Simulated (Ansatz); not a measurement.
# CHO₂, doublet: energies of several shapes or isomers

Program: Ansatz, Gaussian basis, development build; BCCD by scripts on PySCF. Settings: cc-pVDZ; 3 core orbitals frozen; no relativity. On stretched bonds single-reference methods can fail or change state.

Case A:

```xyz
4

C     0.0000    0.0000    0.0000
O     0.0000    1.0878    0.7282
O     0.0000   -0.9880    0.6614
H     0.0000    0.0000   -1.0950
```

Case B:

```json
{"atom": "C", "x (Å)": "0.0000", "y (Å)": "0.0000", "z (Å)": "0.0000"}
{"atom": "O", "x (Å)": "0.0000", "y (Å)": "1.0628", "z (Å)": "0.7115"}
{"atom": "O", "x (Å)": "0.0000", "y (Å)": "-1.0130", "z (Å)": "0.6781"}
{"atom": "H", "x (Å)": "0.0000", "y (Å)": "0.0000", "z (Å)": "-1.0950"}
```

Case C:

```xyz
4

C     0.0000    0.0000    0.0000
O     0.0000    1.0379    0.6948
O     0.0000   -1.0379    0.6948
H     0.0000    0.0000   -1.0950
```

Case D:

```json
{"atom": "C", "x (Å)": "0.0000", "y (Å)": "0.0000", "z (Å)": "0.0000"}
{"atom": "O", "x (Å)": "0.0000", "y (Å)": "1.0504", "z (Å)": "0.7032"}
{"atom": "O", "x (Å)": "0.0000", "y (Å)": "-1.0254", "z (Å)": "0.6865"}
{"atom": "H", "x (Å)": "0.0000", "y (Å)": "0.0000", "z (Å)": "-1.0950"}
```

Energy less that of case A, in eV:

```json
{"case": "B", "RBCCD(T)": "-0.086", "UBCCD(T)": "-0.086"}
{"case": "C", "RBCCD(T)": "-0.112", "UBCCD(T)": "-0.112"}
{"case": "D", "RBCCD(T)": "-0.106", "UBCCD(T)": "-0.106"}
```

(1) What does UCCSD(T) give for these differences?

## Answers

(1) B: -0.071 eV; C: -0.137 eV; D: -0.129 eV.
